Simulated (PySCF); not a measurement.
Property card for 1,3,4-oxdiazole, `c1nnco1`

Species: 1,3,4-oxdiazole, C2H2N2O.
Atom-mapped SMILES: `[cH:1]1[n:2][n:3][cH:4][o:5]1` (hydrogens: H6 on C1; H7 on C4)

Among its groups: pyridine-type ring nitrogen and aromatic ring with oxygen.

PBE0-D3(BJ)/def2-TZVP geometry optimisation, gas phase (PySCF):

```yaml
Point_group: C2v
Rotational_constants_A_B_C: 10.511, 10.374, 5.221 GHz
```

B97-2/pcSseg-2 ground state and GIAO shieldings, non-relativistic (PySCF):

```yaml
Dipole_moment: 3.22 D
HOMO_energy: -8.13 eV
LUMO_energy: -0.72 eV
HOMO–LUMO_gap: 7.41 eV
13C_chemical_shifts_computed_TMS_as_zero_by_class: 159.0 (C1/C4) ppm
1H_chemical_shifts_computed_TMS_as_zero_by_class: 8.30 (H6/H7) ppm
Isotropic_shieldings_of_nuclei_other_than_C_and_H_by_class: -88 (N2/N3), 4 (O5) ppm
```

Monoisotopic mass from the formula: 70.0167 u.

Point group C2v permits a dipole; with 3.22 D the species has a pure rotational spectrum. The rotational constants make it an asymmetric top with κ = (2B − A − C)/(A − C) = 0.95, nearer the oblate limit (+1). With B = h/(8π²I), that is 505.379 GHz u Å² over I, the principal moments of inertia are 48.1, 48.7 and 96.8 u Å² (most abundant isotopes); the inertial defect Ic − Ia − Ib is 0.0 u Å² (zero for a rigid planar frame, negative otherwise). In atomic units the dipole is 1.27 e·bohr (1 au = 2.5417 D).

Geometry: PBE0-D3(BJ)/def2-TZVP; no solvent, vibrations or thermal averaging.
